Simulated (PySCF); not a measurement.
Bonds broken one at a time in the series In CH3-H. Isolated molecules, 0 K electronic values unless said otherwise. Strings in code marks are SMILES.

The highest occupied spin orbital from two functionals at the same geometries (B3LYP-D3(BJ)/def2-TZVP), both in PySCF: PBE-D3(BJ)/def2-TZVP and TPSSh-D3(BJ)/def2-TZVP. 

```
species                              PBE-D3(BJ)/def2-TZVP (eV)
-----------------------------------  -------------------------
radical fragment (`[CH3]`)                               -5.38
radical fragment (`[CH3][In][CH3]`)                      -3.99
radical fragment (`[InH][CH3]`)                          -4.24
radical fragment (`[InH2]`)                              -4.53
```

### Question
What does TPSSh-D3(BJ)/def2-TZVP give for each?

### Answer

- radical fragment (`[CH3]`): -6.06
- radical fragment (`[CH3][In][CH3]`): -4.43
- radical fragment (`[InH][CH3]`): -4.69
- radical fragment (`[InH2]`): -5.01
Over these rows, drawn at random from the members with no instability flagged (it was tested for open shells, ions and some series alone), PBE minus TPSSh-D3(BJ): mean +0.51 eV, from +0.44 eV to +0.68 eV.
